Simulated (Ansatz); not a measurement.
Isolated molecules relaxed with PBE0-D4/def2-TZVP in Ansatz; ΔE leaves out vibrations. CBS: MP2 limit from def2 TZ/QZ plus the TZ coupled-cluster correction, frozen cores. This one scheme is used for every species, atoms too. Functionals use def2-TZVPP. Open shells (•) are unrestricted, without spin–orbit coupling. Spin–orbit coupling would lower the free atoms: a little for C. For Mg outer-core shells are correlated without core-valence functions, so the limit isn't a true one: a few kJ/mol of doubt a bond, and 10 to 20 or more in all where bonds break to atoms.

Reaction (atomization): `[CH3][Mg][CH3]` → 2 C• + 6 H• + Mg (atom)

`[CH3][Mg][CH3]`:

Cartesian coordinates in Å:
```
C 1.341 0.547 -1.504
Mg -0.001 -0.003 -0.002
C -1.342 -0.548 1.503
H 1.358 -0.177 -2.325
H 2.367 0.625 -1.127
H 1.089 1.519 -1.942
H -1.769 -1.541 1.332
H -0.862 -0.573 2.488
H -2.181 0.152 1.576
```

CCSD(T)/CBS gives +2980.1 kJ/mol.

Problem. Another level gave +2237.8 kJ/mol. Which?
A. r2SCANh-D4/def2-TZVPP
B. HF/def2-TZVPP
C. PBE0/def2-TZVPP
D. BHLYP/def2-TZVPP

Solution. B. HF/def2-TZVPP 2237.8, BHLYP 2892.1, r2SCANh-D4 2967.7, PBE0 2954.9 kJ/mol.

Largest T1 diagnostic among the species: 0.009.

Leaving LDA and LC-ωPBE aside and taking each functional with its dispersion term where it has one, the values, not all of them listed here, spread over 88.0 kJ/mol, from BHLYP-D4 to PBE-D4. LDA lies +327.8 kJ/mol from PBE without D4, its usual overbinding. From r2SCAN to r2SCAN0 (25 % exact exchange), in def2-TZVPP and without D4, ΔE moves by −26.9 kJ/mol: exact exchange takes away binding that semilocal exchange gives to molecules. At CCSD(T), def2-SVP lies −160.9 kJ/mol from the extrapolated value and def2-TZVPP −80.7 kJ/mol: correlation converges slowly with the basis, and small sets miss more of it in the bonded molecule than in its fragments.

For atomizations the MP2-based limit and the directly extrapolated one differ by several kJ/mol either way, and by 10 to 25 for some Ge, Se and Sn compounds, so smaller differences from it don't rank the levels.
